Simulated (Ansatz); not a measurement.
# A cut through the energy surface

CH₅O₂ (SMILES OC[OH2+]) (charge +1), singlet, at its PBE0-D4/def2-TZVP minimum:

```
8
angstrom
O -1.2208 0.7197 -0.0775
C 0.0342 0.4927 -0.3536
O 0.4510 -0.8853 0.4922
H -1.8336 0.2486 -0.6609
H 0.2965 0.1485 -1.3530
H 0.6950 1.2345 0.0880
H 0.1908 -0.8135 1.4272
H 1.3868 -1.1452 0.4375
```

The bond length O1–C2 (1.305 Å at the minimum) is set to the values below, the two halves moving rigidly along the bond. Each method's energies count from its own value at the PBE0-D4 minimum structure. Ansatz 0.2.0; basis: def2-TZVPP; cores frozen in the correlated methods. B3LYP uses VWN-RPA correlation.

```tsv
bond length (Å)	CCSD(T) (kJ/mol)	MP2 (kJ/mol)	wB97M-V (kJ/mol)
1.148	98.0	95.1	93.8
1.194	46.0	43.9	43.3
1.260	7.9	7.0	6.9
1.338	1.2	1.8	1.8
1.424	23.9	26.3	26.1
1.517	68.5	73.0	72.5
1.615	126.0	133.2	132.5
1.719	190.3	200.9	200.5
1.827	254.5	269.9	270.8
```

Minimum and curvature along this coordinate at CCSD(T): A fifth-order fit through the nearest points gives 1.314 Å, with a curvature of about 51 eV/Å².

Q: Treat the two halves as rigid bodies and work out the harmonic wavenumber of this stretch from that curvature (ν̃ = 521.5 √(k/μ) cm⁻¹ with k in eV/Å² and μ in u).

A: The halves weigh 17.01 and 32.04 u, so μ = 17.01 × 32.04/49.05 = 11.111 u and ν̃ = 521.5 √(51/11.111) ≈ 1100 cm⁻¹. A true normal mode mixes in other motions, so this is a guide only.

Largest difference from the CCSD(T) curve over the scan: PBE-D4 10.6; r2SCAN-D4 7.7; PBE0-D4 22.9; B3LYP-D4 4.4 kJ/mol. Each curve counts from its own value at the minimum.

The T1 diagnostic stays at or below 0.017. The restricted Hartree–Fock reference is unstable towards an unrestricted one here.

For scale, one of the runs: CCSD(T)/def2-TZVPP, 163 basis functions, launched by `ansatz run in.yaml --threads 2 --pin off --events-out ev --progress --plain --max-ram 4352MiB`. Time: 12 s of wall clock on 2 CPU threads; the host was shared. Peak host memory: 1.5 GiB.
